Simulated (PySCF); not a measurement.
Compound: 2-chloro-1-butene, C4H7Cl.
Atom-mapped SMILES: `[CH2:1]=[C:2]([Cl:3])[CH2:4][CH3:5]` (hydrogens: H6, H7 on C1; H8, H9 on C4; H10, H11, H12 on C5)

Method: PBE0-D3(BJ)/def2-SVP geometry optimisation, gas phase in PySCF.

Task: What internal coordinates does the optimisation give?

Result: 
```json
{"bond": "C1=C2", "length (bohr)": "2.519", "order": "double"}
{"bond": "C2–Cl3", "length (bohr)": "3.302", "order": "single"}
{"bond": "C2–C4", "length (bohr)": "2.829", "order": "single"}
{"bond": "C4–C5", "length (bohr)": "2.881", "order": "single"}
{"bond": "C1–H6", "length (bohr)": "2.062", "order": "single"}
{"bond": "C1–H7", "length (bohr)": "2.064", "order": "single"}
{"bond": "C4–H8, C4–H9", "length (bohr)": "2.084", "order": "single"}
{"bond": "C5–H10, C5–H11, C5–H12", "length (bohr)": "2.079", "order": "single"}
```

Bonds in one row agree within 0.02 bohr and their mean is given. Orders are formal, as drawn. A selection of angles:
```json
{"angle": "C2–C1–H6", "degrees": "121.9"}
{"angle": "C2–C1–H7", "degrees": "119.5"}
{"angle": "H6–C1–H7", "degrees": "118.6"}
{"angle": "C1–C2–Cl3", "degrees": "119.7"}
{"angle": "C1–C2–C4", "degrees": "126.3"}
{"angle": "Cl3–C2–C4", "degrees": "114.0"}
{"angle": "C2–C4–C5", "degrees": "113.8"}
{"angle": "C2–C4–H8", "degrees": "107.6"}
{"angle": "C5–C4–H8", "degrees": "110.4"}
{"angle": "H8–C4–H9", "degrees": "106.8"}
{"angle": "C4–C5–H10", "degrees": "110.8"}
{"angle": "H10–C5–H11", "degrees": "108.1"}
```

Torsions: C1–C2–C4–C5 116° (anticlinal). The mirror-image conformer, all signs reversed, is as good.

The 3 C–C bonds span 1.333 Å (C1=C2, drawn double) to 1.524 Å (C4–C5, drawn single), a spread of 0.191 Å. Of the pairs four or more bonds apart, Cl3···H10 is among the closest relative to their van der Waals radii: 2.85 Å, 97 % of the sum of Bondi's values.

Point group: C1 (no symmetry element, even within 0.4 Å). Whether it is a minimum is left open (no frequencies). The numbers are those of one conformer.
